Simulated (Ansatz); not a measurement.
A run for Ansatz (an electronic-structure program): R-B2PLYP/def2-TZVPPD on HOCH3Fcomp2, charge -1. Charge -1. Files ending in .json are basis or fitting sets from the Basis Set Exchange.

Ansatz 0.2 input:
```yaml
crystal:
  periodic: [false, false, false]
  atoms:
    - {symbol: F, position_ang: [0.00037100, -2.46834000, 0.02139000]}
    - {symbol: C, position_ang: [-0.27664200, -1.07441800, -0.00269000]}
    - {symbol: H, position_ang: [0.64929000, -0.51650000, -0.00901600]}
    - {symbol: H, position_ang: [-0.84198900, -0.84711900, -0.89707500]}
    - {symbol: H, position_ang: [-0.85102800, -0.82658900, 0.88141700]}
    - {symbol: O, position_ang: [-0.30171300, 1.58252400, -0.20654400]}
    - {symbol: H, position_ang: [-0.60511200, 2.49243400, -0.16430500]}
basis:
  gaussian:
    orbitals: def2-TZVPPD.json
hamiltonian:
  xc: {name: B2PLYP}
total_charge: -1
magnetization: {spin_polarized: false}
correlation: {electrons: outside_noble_gas}
scf: {lower_state_search: off}
```

Program output:

```
WARN ansatz: RAYON_NUM_THREADS=2 ignored (pool sized by the plan → 2); use --threads N
Functional definition: B2PLYP
these checks for a lower state are left out or cut short: stability, starts, cluster_reference, orbital_swaps, neighbouring_geometries, increment
integrals: 0.25 GiB planned
1090 factors; integrals over basis functions are off by at most 1.0e-3 eV
mean field: 0.79 GiB planned
mean field evaluation 1: about -5855.0121 eV, gradient 4.0e1 eV
mean field evaluation 2: about -5855.0115 eV, gradient 4.0e1 eV
mean field evaluation 4: about -5858.0967 eV, gradient 8.3e0 eV
mean field evaluation 8: about -5858.2084 eV, gradient 3.3e-1 eV
mean field evaluation 16: about -5858.2086 eV, gradient 9.6e-5 eV
mean field -5858.20860686 eV, -215.2851954656 hartree, gradient 2.9e-6 eV, S^2 0.000000; 0 other end points of the search recorded, 0 dependent functions left out
3 core orbitals not correlated
reference -5858.20877541 eV, -215.2852016599 hartree; 11, 11 occupied and 171, 171 virtual orbitals, 1090 factors
second order -23.65727457 eV of doubles, -0.00000000 eV of singles
Total energy: -5864.59623955 eV, -215.5199366372 hartree
Checks for a lower state left out: stability, starts, cluster_reference, orbital_swaps, neighbouring_geometries, increment
```

The calculation finished and met its thresholds.

Cost: around 4 core-seconds (rough).
